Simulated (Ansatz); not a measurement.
Geometry optimisation, RHF/def2-SVP (Ansatz).

The input (input.yaml):

```yaml
crystal:
  periodic: [false, false, false]
  atoms:
    - { symbol: Al, position_ang: [0.0, 0.0, 0.0] }
    - { symbol: "N", position_ang: [0.0, 0.0, 1.92] }
    - { symbol: H, position_ang: [-0.877, -0.2713, 2.45] }
    - { symbol: H, position_ang: [0.877, 0.2713, 2.45] }
    - { symbol: H, position_ang: [1.351, 0.0, -0.78] }
    - { symbol: C, position_ang: [-1.706, 0.0, -0.985] }
    - { symbol: H, position_ang: [-2.2662, -0.9305, -0.7558] }
    - { symbol: H, position_ang: [-2.3102, 0.8797, -0.6796] }
    - { symbol: H, position_ang: [-1.5043, 0.0508, -2.0753] }
basis:
  gaussian: { orbitals: def2-SVP }
hamiltonian:
  xc: hf
relax:
  f_tol: 0.02
  max_steps: 40
```

Run as:

```bash
$ ansatz run input.yaml --threads 1 --pin off --max-ram 2048MiB --backend cpu --events-out ev --progress --plain --runs-dir out
```

Question: Where does it end, and by what steps?

Answer: The run converged. After 5 steps the energy has fallen by 0.534 eV; H4 moved furthest, 0.27 Å.

```tsv
step	energy less start (eV)	largest force component (eV/Å)	accepted
0	0.0000	2.623	yes
1	-0.4508	1.283	yes
2	-0.5168	0.871	yes
3	-0.5333	0.153	yes
4	-0.5339	0.038	yes
5	-0.5340	0.012	yes
```

```xyz
9
Properties=species:S:1:pos:R:3
Al 0.003 0.034 0.038
N -0.006 -0.002 1.810
H -0.821 -0.048 2.391
H 0.814 0.021 2.386
H 1.418 0.105 -0.666
C -1.695 -0.019 -0.956
H -2.262 -0.930 -0.733
H -2.341 0.824 -0.686
H -1.546 0.017 -2.038
```

Whether the end is a true minimum wasn't checked by a vibrational analysis.

Time of the run: 4.7 s on 1 thread of Intel(R) Xeon(R) 6975P-C (Granite Rapids) (shared host), peak memory 0.14 GiB.
